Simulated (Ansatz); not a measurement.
# Nudged elastic band run: CH₆BF

Input file:

```yaml
crystal:
  periodic: [false, false, false]
  atoms:
    - { symbol: B, position_ang: [0.083008, -0.113639, 0.033615] }
    - { symbol: H, position_ang: [0.132221, -0.395783, 1.219517] }
    - { symbol: C, position_ang: [1.399676, -0.059746, -0.804591] }
    - { symbol: H, position_ang: [1.591467, -1.109092, -1.113537] }
    - { symbol: H, position_ang: [1.309295, 0.521944, -1.735456] }
    - { symbol: H, position_ang: [2.289966, 0.27026, -0.247556] }
    - { symbol: H, position_ang: [-1.000257, -0.168089, -0.495304] }
    - { symbol: F, position_ang: [-0.112138, 1.965274, 0.77001] }
    - { symbol: H, position_ang: [-0.10504, 1.490972, 1.572902] }
basis:
  gaussian: { orbitals: def2-SVP }
hamiltonian:
  xc: b3lyp
  dispersion: d4
neb:
  order_check: false
  images: 7
  f_tol: 0.03
  max_iterations: 60
  final_atoms:
    - { symbol: B, position_ang: [-6.853e-05, 0.66571552, -0.65421509] }
    - { symbol: H, position_ang: [0.10303327, -0.30891021, 2.6918559] }
    - { symbol: C, position_ang: [1.40118129, 0.07187603, -0.99550442] }
    - { symbol: H, position_ang: [1.46511404, -0.9526074, -0.58352875] }
    - { symbol: H, position_ang: [1.50957644, -0.04681302, -2.08839609] }
    - { symbol: H, position_ang: [2.24486817, 0.66183941, -0.60706473] }
    - { symbol: H, position_ang: [-1.04139572, 0.18990297, -1.05375668] }
    - { symbol: F, position_ang: [-0.10915692, 1.74469815, 0.11789767] }
    - { symbol: H, position_ang: [0.01504597, 0.37639955, 2.37231219] }
  initial_path:
    images:
      - { positions_ang: [[0.083008, -0.113639, 0.033615], [0.132221, -0.395783, 1.219517], [1.399676, -0.059746, -0.804591], [1.591467, -1.109092, -1.113537], [1.309295, 0.521944, -1.735456], [2.289966, 0.27026, -0.247556], [-1.000257, -0.168089, -0.495304], [-0.112138, 1.965274, 0.77001], [-0.10504, 1.490972, 1.572902]] }
      - { positions_ang: [[0.06112422, -0.08188654, 0.02699039], [0.10141182, -0.29102912, 1.30139417], [1.39318465, -0.0498548, -0.80464541], [1.61368258, -1.100317, -1.07789283], [1.29173707, 0.51251878, -1.74767081], [2.25730503, 0.32914347, -0.24147579], [-1.01019075, -0.11839076, -0.51621406], [-0.05811441, 1.86155488, 0.7042954], [-0.06194221, 1.3403621, 1.55481894]] }
      - { positions_ang: [[0.03924045, -0.05013408, 0.02036577], [0.07060263, -0.18627524, 1.38327135], [1.38669329, -0.03996361, -0.80469981], [1.63589817, -1.09154201, -1.04224866], [1.27417914, 0.50309356, -1.75988562], [2.22464407, 0.38802694, -0.23539558], [-1.0201245, -0.06869251, -0.53712413], [-0.00409081, 1.75783576, 0.63858081], [-0.01884443, 1.18975219, 1.53673588]] }
      - { positions_ang: [[0.01735667, -0.01838162, 0.01374116], [0.03979345, -0.08152137, 1.46514852], [1.38020194, -0.03007241, -0.80475422], [1.65811375, -1.08276701, -1.00660449], [1.25662121, 0.49366834, -1.77210043], [2.1919831, 0.44691041, -0.22931536], [-1.03005825, -0.01899427, -0.55803419], [0.04993278, 1.65411664, 0.57286621], [0.02425336, 1.03914229, 1.51865282]] }
      - { positions_ang: [[-0.00452711, 0.01337084, 0.00711654], [0.00898426, 0.02323251, 1.54702569], [1.37371059, -0.02018121, -0.80480863], [1.68032933, -1.07399201, -0.97096032], [1.23906327, 0.48424312, -1.78431524], [2.15932213, 0.50579388, -0.22323515], [-1.039992, 0.03070397, -0.57894426], [0.10395637, 1.55039752, 0.50715162], [0.06735115, 0.88853239, 1.50056975]] }
      - { positions_ang: [[-0.00341246, 0.17645701, -0.15821637], [0.03249651, -0.05980317, 1.83323324], [1.38057826, 0.0028331, -0.85248258], [1.62652551, -1.04364586, -0.87410242], [1.30669157, 0.35147908, -1.86033546], [2.18070864, 0.54480526, -0.31919255], [-1.04034293, 0.07050372, -0.69764736], [0.05067805, 1.59897268, 0.40983813], [0.05427485, 0.76049918, 1.71850536]] }
      - { positions_ang: [[-0.00229782, 0.33954318, -0.32354927], [0.05600876, -0.14283885, 2.11944079], [1.38744594, 0.02584741, -0.90015652], [1.57272169, -1.0132997, -0.77724453], [1.37431986, 0.21871505, -1.93635567], [2.20209515, 0.58381665, -0.41514994], [-1.04069386, 0.11030347, -0.81635047], [-0.00260028, 1.64754783, 0.31252464], [0.04119856, 0.63246597, 1.93644097]] }
      - { positions_ang: [[-0.00118317, 0.50262935, -0.48888218], [0.07952102, -0.22587453, 2.40564835], [1.39431362, 0.04886172, -0.94783047], [1.51891786, -0.98295355, -0.68038664], [1.44194815, 0.08595102, -2.01237588], [2.22348166, 0.62282803, -0.51110734], [-1.04104479, 0.15010322, -0.93505358], [-0.0558786, 1.69612299, 0.21521116], [0.02812226, 0.50443276, 2.15437658]] }
      - { positions_ang: [[-6.853e-05, 0.66571552, -0.65421509], [0.10303327, -0.30891021, 2.6918559], [1.40118129, 0.07187603, -0.99550442], [1.46511404, -0.9526074, -0.58352875], [1.50957644, -0.04681302, -2.08839609], [2.24486817, 0.66183941, -0.60706473], [-1.04139572, 0.18990297, -1.05375668], [-0.10915692, 1.74469815, 0.11789767], [0.01504597, 0.37639955, 2.37231219]] }
```

Run as:

```bash
$ ansatz run input.yaml --threads 2 --pin off --max-ram 3072MiB --backend cpu --events-out ev --progress --plain --runs-dir out
```

Output, in part (warnings, iteration lines, the closing report on the highest movable image, with atoms numbered from 0):

```
NEB end point (image 0): max|allowed force component| = 1.086e-2 eV/Å (the criterion of neb.relax_end_points is 1.000e-2)
NEB end point (image 8): max|allowed force component| = 2.758e-2 eV/Å (the criterion of neb.relax_end_points is 1.000e-2)
NEB iter   1: max|band force component| = 5.221e0 eV/Å  barrier→ = 1.7263 eV  barrier← = 3.1670 eV  Δτ_max = 0.2000 Å  (209 SCF iters)
NEB iter   2: max|band force component| = 2.630e0 eV/Å  barrier→ = 0.6929 eV  barrier← = 2.1335 eV  Δτ_max = 0.2000 Å  (191 SCF iters)
NEB iter   3: max|band force component| = 2.556e0 eV/Å  barrier→ = 0.6843 eV  barrier← = 2.1250 eV  Δτ_max = 0.0984 Å  (180 SCF iters)
NEB iter   4: max|band force component| = 3.004e0 eV/Å  barrier→ = 0.6445 eV  barrier← = 2.0852 eV  Δτ_max = 0.0487 Å  (167 SCF iters)
NEB iter   5: max|band force component| = 2.116e0 eV/Å  barrier→ = 0.3746 eV  barrier← = 1.8152 eV  Δτ_max = 0.0969 Å  (162 SCF iters)
NEB iter   6: max|band force component| = 1.074e0 eV/Å  barrier→ = 0.3636 eV  barrier← = 1.8042 eV  Δτ_max = 0.1707 Å  (165 SCF iters)
NEB iter   7: max|band force component| = 1.415e0 eV/Å  barrier→ = 0.4938 eV  barrier← = 1.9344 eV  Δτ_max = 0.0757 Å  (170 SCF iters)
NEB iter   8: max|band force component| = 6.329e-1 eV/Å  barrier→ = 0.4551 eV  barrier← = 1.8958 eV  Δτ_max = 0.0855 Å  (158 SCF iters)
NEB iter   9: max|band force component| = 5.413e-1 eV/Å  barrier→ = 0.3735 eV  barrier← = 1.8142 eV  CI = image 2  Δτ_max = 0.0835 Å  (161 SCF iters)
NEB iter  10: max|band force component| = 7.058e-1 eV/Å  barrier→ = 0.4021 eV  barrier← = 1.8428 eV  CI = image 2  Δτ_max = 0.0384 Å  (167 SCF iters)
NEB iter  11: max|band force component| = 1.884e-1 eV/Å  barrier→ = 0.3990 eV  barrier← = 1.8396 eV  CI = image 2  Δτ_max = 0.0351 Å  (159 SCF iters)
NEB iter  12: max|band force component| = 3.313e-1 eV/Å  barrier→ = 0.3983 eV  barrier← = 1.8389 eV  CI = image 2  Δτ_max = 0.0175 Å  (156 SCF iters)
NEB iter  13: max|band force component| = 3.286e-2 eV/Å  barrier→ = 0.3982 eV  barrier← = 1.8389 eV  CI = image 2  Δτ_max = 0.0115 Å  (157 SCF iters)
NEB iter  14: max|band force component| = 2.033e-2 eV/Å  barrier→ = 0.3982 eV  barrier← = 1.8388 eV  CI = image 2  Δτ_max = 0.0000 Å  (301 SCF iters)
Total energy: -4523.98023345 eV, -166.2532071153 hartree
Atom 0 at     0.042643     0.215114     0.032572 Å, force    -0.001340     0.007110     0.007016 eV/Å
Atom 1 at     0.134812    -0.154599     1.313376 Å, force     0.000201     0.000878    -0.001137 eV/Å
Atom 2 at     1.378438    -0.006566    -0.758843 Å, force    -0.000296     0.001692    -0.003773 eV/Å
Atom 3 at     1.522781    -1.082571    -0.960471 Å, force    -0.000455    -0.000194     0.001861 eV/Å
Atom 4 at     1.323647     0.492939    -1.741776 Å, force     0.001168    -0.002178    -0.000370 eV/Å
Atom 5 at     2.273303     0.364256    -0.235047 Å, force     0.000337    -0.000309    -0.000971 eV/Å
Atom 6 at    -1.041465    -0.108451    -0.377243 Å, force     0.001040    -0.000669    -0.002567 eV/Å
Atom 7 at    -0.076927     1.780538     0.598672 Å, force    -0.000604    -0.002478    -0.001793 eV/Å
Atom 8 at     0.030967     0.901441     1.328360 Å, force    -0.000051    -0.003852     0.001734 eV/Å
Dipole moment:     0.108612    -0.134174     0.166154 e Å
```

The forces met the threshold. A vibrational analysis at the climbing image gives one clearly imaginary mode, 1101i cm⁻¹: a first-order saddle point. The orbitals stay closed-shell, which can raise the energy where a bond breaks towards radicals; this wasn't checked here.

Final band (atoms are numbered from 1 in the order of the input):

| image | path coordinate (Å) | energy (eV) | B1–H2 (Å) | F8–H9 (Å) | B1–F8 (Å) |
| --- | --- | --- | --- | --- | --- |
| 0 | 0.00 | 0.00 | 1.22 | 0.93 | 2.21 |
| 1 | 0.44 | 0.08 | 1.24 | 0.95 | 2.00 |
| 2 | 0.88 | 0.40 | 1.34 | 1.15 | 1.67 |
| 3 | 1.36 | -0.50 | 1.61 | 1.62 | 1.43 |
| 4 | 1.83 | -1.17 | 2.02 | 2.07 | 1.35 |
| 5 | 2.31 | -1.38 | 2.43 | 2.46 | 1.33 |
| 6 | 2.78 | -1.43 | 2.83 | 2.73 | 1.33 |
| 7 | 3.26 | -1.44 | 3.18 | 2.74 | 1.33 |
| 8 | 3.73 | -1.44 | 3.49 | 2.64 | 1.33 |

Time of the run: 83 s on 2 threads of Arm Neoverse V2 (shared host), peak memory 0.13 GiB.
